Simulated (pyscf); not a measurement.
PySCF, gas phase, ωB97X-D3(BJ)/def2-SVP geometries.

SMILES: N[SiH](Cl)N
```xyz
9

N     -0.4548     1.2697    -1.7759
Si    -0.1112     0.2736    -0.4246
N     -0.7511    -1.2833    -0.7337
Cl    -0.9604     1.3089     1.1752
H     -0.5506     2.2734    -1.6779
H     -0.2069     0.9863    -2.7170
H      1.3041     0.0618    -0.0252
H     -0.4322    -2.0879    -0.2051
H     -1.7107    -1.3906    -1.0458
```
Charge 0, spin multiplicity 1.

Problem. List the bond dissociation enthalpies at 298 K of H₂N–SiH(NH₂)–Cl from ωB97M-D3(BJ)/def2-TZVP, from the weakest bond up.

Solution. H–Si to H₂N–Si•(NH₂)–Cl + H•: 397.4 kJ/mol; H–N to •HN–SiH(NH₂)–Cl + H•: 467.6 kJ/mol; N–Si to NH₂• + H₂N–SiH•–Cl: 469.2 kJ/mol; Cl–Si to H₂N–SiH•–NH₂ + Cl•: 499.5 kJ/mol. Ring and multiple bonds, and those that leave no two simple radicals, are not listed. •HN–SiH(NH₂)–Cl lies 81.5 kJ/mol over its isomer H₂N–Si•(NH₂)–Cl, and others may lie lower still (electronic energy, ωB97M-D3(BJ)). Other isomers of H₂N–SiH•–Cl, H₂N–SiH•–NH₂, H₂N–Si•(NH₂)–Cl were not searched in full and may lie lower. Left out: the spin-orbit lowering of Cl.
